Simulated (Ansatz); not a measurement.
```yaml
crystal:
  periodic: [false, false, false]
  atoms:
    - {symbol: Ge, position_ang: [-1.072198, -0.054287, 0.000000]}
    - {symbol: N, position_ang: [0.704102, 0.295713, 0.000000]}
    - {symbol: Si, position_ang: [2.396702, -0.054287, 0.000000]}
    - {symbol: H, position_ang: [0.704102, 1.315713, 0.000000]}
basis:
  gaussian: {orbitals: def2-TZVP}
hamiltonian: {xc: pbe0}
relax: {f_tol: 0.004, max_steps: 80}
```

```sh
$ ansatz run in.yaml --threads 1 --pin off --events-out ev --progress --plain --max-ram 2176MiB
```

Steps of the relaxation (energy above the last step; positions in Å, forces in eV/Å):

```
4
step 1, 127.9 meV
Ge   -1.072   -0.054    0.000   -0.994    0.207    0.000
N     0.704    0.296    0.000    1.312   -1.546    0.000
Si    2.397   -0.054    0.000   -0.284    0.461    0.000
H     0.704    1.316    0.000   -0.035    0.878    0.000
```

```
4
step 2, 54.0 meV
Ge   -1.099   -0.024    0.000   -0.429    0.176    0.000
N     0.714    0.256    0.000    0.926   -0.845    0.000
Si    2.415   -0.021    0.000   -0.437    0.295    0.000
H     0.704    1.292    0.000   -0.060    0.374    0.000
```

```
4
step 3, 8.4 meV
Ge   -1.121    0.036    0.000    0.017    0.013    0.000
N     0.735    0.189    0.000    0.212   -0.029    0.000
Si    2.426    0.038    0.000   -0.127   -0.038    0.000
H     0.693    1.240    0.000   -0.102    0.054    0.000
```

```
4
step 5, 2.8 meV
Ge   -1.108    0.047    0.000   -0.029    0.015    0.000
N     0.755    0.189    0.000   -0.023    0.105    0.000
Si    2.430    0.025    0.000    0.121   -0.040    0.000
H     0.656    1.242    0.000   -0.068   -0.081    0.000
```

```
4
step 8, 0.0 meV
Ge   -1.096    0.063    0.000   -0.001    0.000    0.000
N     0.774    0.190    0.000    0.001    0.002    0.000
Si    2.445    0.012    0.000    0.000    0.000    0.000
H     0.609    1.238    0.000    0.000   -0.001    0.000
```

Close pairs at the end: N2–H4 1.061 Å, N2–Si3 1.680 Å, Ge1–N2 1.875 Å, Ge1–H4 2.071 Å.

A stationary point of restricted PBE0 after 8 steps (its stability towards spin polarisation wasn't tested); no frequencies were run, so it isn't proven a minimum. 64 s on 1 thread of Arm Neoverse V1, shared host.
